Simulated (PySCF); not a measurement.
## Sulfur: a sound run and one with changed settings

Sound run: S [Ne] 3s2 3p4, S⁺ [Ne] 3s2 3p3. Computed with PySCF 2.14 in cc-pVDZ-DK, with scalar relativity by spin-free X2C-1e. The sound run starts from symmetry-adapted Hartree-Fock orbitals and uses a fine grid where one is needed.

Changed run: radial step 0.3 in ln r (0.13 in the sound run). This setting is unsound on purpose.

```tsv
species	method	sound run (hartree)	changed run (hartree)	converged
S	UHF	-398.57668	-398.57668	yes
S	M06-L	-399.18028	-399.17504	yes
S	r2SCAN	-399.16381	-399.16812	yes
S⁺	UHF	-398.23931	-398.23931	yes
S⁺	M06-L	-398.79930	-398.79870	yes
S⁺	r2SCAN	-398.78456	-398.78835	yes
```

Ionisation energy of S:

```json
{"method": "UHF", "sound run (eV)": "9.180", "changed run (eV)": "9.180"}
{"method": "M06-L", "sound run (eV)": "10.367", "changed run (eV)": "10.241"}
{"method": "r2SCAN", "sound run (eV)": "10.320", "changed run (eV)": "10.334"}
```

A coarse radial grid mis-integrates the density and the exchange-correlation energy, with errors of either sign; Hartree-Fock needs no grid.

For comparison, NIST gives 10.360 eV between the lowest levels.
